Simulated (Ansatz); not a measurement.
Reaction: C2H5Cl (SMILES ClCC) → C2H4Cl (SMILES [CH2]CCl, doublet) + H (doublet) (the C-H bond breaks)
Each species at its own B3LYP-D3(BJ)/def2-TZVP minimum (Ansatz, a first-principles code).

Property: bond dissociation energy (electronic), in kcal/mol. UHF or UKS for unpaired electrons; spin-orbit terms are left out. CBS(X,Y): correlation extrapolated as X^-3, Hartree-Fock from the larger set. A bracket is a step between two methods taken in the basis named. Functionals run without relativity, which enters their misses. Double hybrids freeze cores in their MP2 part. 'core' is core correlation in cc-pwCVTZ (1s frozen past Ne), 'X2C' scalar relativity in cc-pVTZ-DK, both at CCSD(T). For partners of very few electrons the exact lower level stands in for a higher one.

CCSD(T)/CBS(cc-pV(T+d)Z,cc-pV(Q+d)Z) + [CCSDT(Q) - CCSD(T)]/cc-pV(D+d)Z + core + X2C (Ansatz) gives 109.4 kcal/mol.

Q: How far off this value is PBE/def2-TZVPD (Ansatz), in which direction, and which of these levels come nearer: r2SCAN/def2-TZVPD, wB97M-V/def2-TZVPD, B2PLYP/def2-TZVPD, CCSD(T)/CBS(cc-pV(T+d)Z,cc-pV(Q+d)Z) + core + X2C?

A: PBE gives 103.9 kcal/mol, 5.5 kcal/mol below it. Differences of the others: r2SCAN/def2-TZVPD (Ansatz) -6.6; wB97M-V/def2-TZVPD (Ansatz) -0.8; B2PLYP/def2-TZVPD (Ansatz) -3.3; CCSD(T)/CBS(cc-pV(T+d)Z,cc-pV(Q+d)Z) + core + X2C (Ansatz) 0.2 kcal/mol. Nearer than PBE: wB97M-V/def2-TZVPD, B2PLYP/def2-TZVPD, CCSD(T)/CBS(cc-pV(T+d)Z,cc-pV(Q+d)Z) + core + X2C.
